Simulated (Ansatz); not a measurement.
A structure relaxed at PBE0-D4/def2-TZVP, charge 0, multiplicity 2:

Cartesian coordinates in Å:
```
N 0.1978 -0.6737 -1.1863
Si -0.0794 0.1155 0.3387
Cl -0.9160 -1.2167 1.6419
H 0.6177 -0.0472 -1.8781
H 1.2074 0.5772 0.9179
H -1.0276 1.2450 0.1659
```

Q: Give its formula and SMILES.

A: ClH3NSi, `[NH][SiH2]Cl`.

Q: Point group (tolerance 0.08 Å, 0.16 Å for H)?

A: Cs.

Q: Summarise the bond lengths by kind.

A: 1 × N–Si 1.739 Å; 1 × H–N 1.023 Å; 1 × Cl–Si 2.043 Å; 2 × H–Si 1.485 Å.

Computed with Ansatz.
